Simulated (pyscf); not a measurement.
HO–SiH•–F + HCl → HO–SiH•–Cl + HF (four-centre exchange; doublet surface; F–Si, Cl–H broken, Cl–Si, F–H formed). Single points on ωB97X-D3(BJ)/def2-SVP structures (PySCF, gas phase). MP2 and CC: frozen core, UHF for open shells. ΔMP2 is the change of the MP2 total energy from the triple- to the quadruple-zeta basis. Energies in kcal/mol from the separated reactants.

```tsv
level	barrier	reaction energy
PBE/def2-TZVP	23.1	+7.8
r²SCAN/def2-TZVP	(withheld)	+8.7
B3LYP-D3(BJ)/def2-TZVP	29.2	+8.8
M06-2X/def2-TZVP	30.4	+8.6
ωB97M-D3(BJ)/def2-TZVP	29.2	+8.7
CCSD/def2-TZVPP	36.6	+8.9
CCSD(T)/def2-TZVPP + ΔMP2(QZVPP)	(withheld)	(withheld)
```

**Question.** Complete the blanks.

**Answer.** 
- r²SCAN/def2-TZVP, barrier: 26.1
- CCSD(T)/def2-TZVPP + ΔMP2(QZVPP), barrier: 33.2
- CCSD(T)/def2-TZVPP + ΔMP2(QZVPP), reaction energy: +8.0

Of the functionals in the table, M06-2X is closest to CCSD(T)/def2-TZVPP + ΔMP2(QZVPP) in the barrier (2.8 kcal/mol apart) and PBE least close (10.1 kcal/mol); that level has limits of its own. On the product side the descent ends in a complex, 7.1 kcal/mol under the separated species and 29.8 kcal/mol under the saddle at ωB97X-D3(BJ)/def2-TZVP. At ωB97X-D3(BJ)/def2-TZVP the barrier from the zero used here is 29.1 kcal/mol. One saddle was located; it need not be the lowest between these sides. The CCSD(T) − MP2 part came from Ansatz, without density fitting, on the same reference.
